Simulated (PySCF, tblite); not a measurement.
# C₆H₁₁ radical: geometry, infrared bands and EPR parameters

Wanted: the infrared bands and EPR parameters of C₆H₁₁ radical (`CC(C)[C@H]1[CH]C1`), by calculation.

The runs use tblite 0.8.0 and PySCF 2.14.0, with density-fitted response routines of our own; the level of theory stands in each step. All values are computed, except where a source is named. Atoms are numbered from 0 throughout.

### 1 The starting structure

17 atoms, charge 0, multiplicity 2; geometry from: force field or distance geometry start.

Bonds of the start (Å): C0–C1 1.52, C1–C2 1.52, C1–C3 1.51, C3–C4 1.46, C4–C5 1.45, C5–C3 1.51, C0–H6 1.10, C0–H7 1.10, C0–H8 1.10, C1–H9 1.11, C2–H10 1.10, C2–H11 1.09, C2–H12 1.10, C3–H13 1.07, C4–H14 1.09, C5–H15 1.09, C5–H16 1.08.

### 2 Geometry optimisation with GFN2-xTB

The job: settings as JSON, then the geometry in Å.

```
{"job": {"kind": "relax", "xc": "GFN2-xTB", "basis": "xTB"}, "charge": 0, "multiplicity": 2}
C     -1.580600     0.731700     0.649500
C     -0.524900    -0.266800     0.211400
C     -0.998600    -1.083100    -0.978600
C      0.767000     0.442200    -0.124000
C      1.715500     0.756200     0.939000
C      2.081500    -0.285200    -0.004400
H     -2.523400     0.228400     0.902800
H     -1.794500     1.460500    -0.142600
H     -1.256800     1.297300     1.530400
H     -0.363100    -0.971000     1.057400
H     -1.938500    -1.612700    -0.747500
H     -0.263600    -1.825100    -1.278800
H     -1.199900    -0.431600    -1.836500
H      0.660500     1.175100    -0.901500
H      2.225300     1.718900     0.995200
H      2.112000    -1.285400     0.417600
H      2.875000    -0.037300    -0.699200
```

The run is started by

```sh
$ OMP_NUM_THREADS=1 python probes_run.py task.json out
```

The driver reads the jobs from task.json and runs them one after another.

**Question.** This job is followed by: GFN2-xTB harmonic vibrations, gas phase; UKS B3LYP, pcH-1 on C H, non-relativistic, mean-field spin-orbit, GIAO. What will the session give for the following? strongest single infrared mode (GFN2-xTB); zero-point energy (GFN2-xTB); g(iso) (B3LYP); ⟨S²⟩; largest a(iso) (averaged by class); surface potential, 1st and 99th percentile.

**Answer**, as computed:

| quantity | value |
| --- | --- |
| strongest single infrared mode (GFN2-xTB) | 3029 cm⁻¹, 86 km/mol |
| zero-point energy (GFN2-xTB) | 94.0 kcal/mol |
| g(iso) (B3LYP) | 2.00271 |
| ⟨S²⟩ | 0.753 (exact 0.75) |
| largest a(iso) (averaged by class) | 13C on C4, 273.7 MHz |
| surface potential, 1st and 99th percentile | -0.63 V and 0.74 V |

What this shows: Over 32 steps the energy fell by 0.136 eV; of the close pairs, C4–H14 changed most, 1.091 to 1.069 Å. All 45 modes are real, so the xTB geometry is a minimum. Unscaled tight-binding wavenumbers are off by several per cent, some by more. Its intensities can rank the bands wrongly. C4 carries the largest spin population, 0.97 e. The isotropic g lies 0.4 ppt above the free-electron value.
